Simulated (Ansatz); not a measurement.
C2HS: structure from calculated spectroscopic constants

These gas-phase data were calculated for one isomer of C2HS at B3LYP-D3(BJ)/def2-SVP (harmonic, unscaled wavenumbers; equilibrium rotational constants with average atomic masses):

| Property | Result |
| --- | --- |
| rotational constants | 5.812 GHz |
| all wavenumbers above 1500 cm⁻¹ | 3456, 1918 |
| dipole moment | 1.37 D (PBE0/def2-TZVPD) |

Candidates:

(1) `[C]1=CS1`, a doublet
(2) `C#C[S]`, a doublet

Which candidate do the data belong to?

Candidate (2). The band at 3456 cm⁻¹ lies where the ≡C–H stretch is expected; (1) has no mode between 3300 and 3560 cm⁻¹.

The same quantities for all candidates:

|  | rotational constants (GHz) | wavenumbers above 1500 cm⁻¹ | dipole (D) | E above the lowest, B3LYP-D3(BJ)/def2-SVP (kcal/mol) |
| --- | --- | --- | --- | --- |
| (1) | 38.44, 11.9, 9.084 | 3260, 1534 | 2.60 | 33.7 |
| (2) | 5.812 | 3456, 1918 | 1.37 | 0.0 |

Open shells are spin-unrestricted. Programs: Ansatz 0.2.0.
